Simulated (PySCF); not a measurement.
LiH⁻: one state, many levels of theory

State: ²Σ⁺ (doublet), unpaired electrons σ ↑. Set-up: Li aug-pcseg-1, H aug-pcseg-1; no relativity (PySCF 2.14). De refers to Li + H⁻ in their ground configurations, without counterpoise correction. The functionals are run spin-unrestricted. A positive dipole points towards H; it is taken about the centre of mass and depends on that origin.

```csv
Level,Re (Å),ωe (cm⁻¹),De (eV),μ (D),"CPU s a point (SCF and correlation, without the integrals)"
UHF-MP2,1.677,1167,n/a,n/a,0.022
UHF-SCS-MP2,1.675,1164,n/a,n/a,n/a
UHF-CCSD,1.684,1134,1.93,n/a,n/a
UHF-CCSD(T),1.685,1132,1.94,n/a,0.18
PBE,1.690,1143,2.03,4.02,0.15
r²SCAN,1.694,1141,2.03,3.81,0.23
TPSSh,1.685,1154,2.12,4.05,0.28
r²SCANh,1.691,1150,2.04,3.79,0.23
PBE0,1.682,1168,2.07,4.07,0.21
BHandHLYP,1.665,1207,2.07,4.07,0.12
LC-ωPBE,1.679,1180,2.10,4.10,0.22
```

The bond length runs from 1.665 Å (BHandHLYP) to 1.694 Å (r²SCAN). De spans 1.93 eV (UHF-CCSD, coupled cluster) to 2.12 eV (TPSSh, hybrid meta-GGA).

Correlated steps freeze no core orbitals. Correlated levels converge slowly with the basis: in double zeta they bind strong bonds too weakly, by up to about 1 eV, and carry superposition errors of some tenths. For an ion De counts to the pair picked by the measured ionisation energies or electron affinities, which need not be the lowest pair at this level. Counting both spins, an empty level lies below a filled one in some of these solutions, because spin and occupation are held. The highest Kohn–Sham level is positive in this anion. Much of that is self-interaction error, but it also means that the finite basis helps to hold the extra electron. The state was picked by a PBE0 search and need not be the measured ground state.

The whole job (state search and all levels along the bond) took about 0.41 min on 1 thread of Arm Neoverse V2 (shared host), peak memory 0.31 GiB.
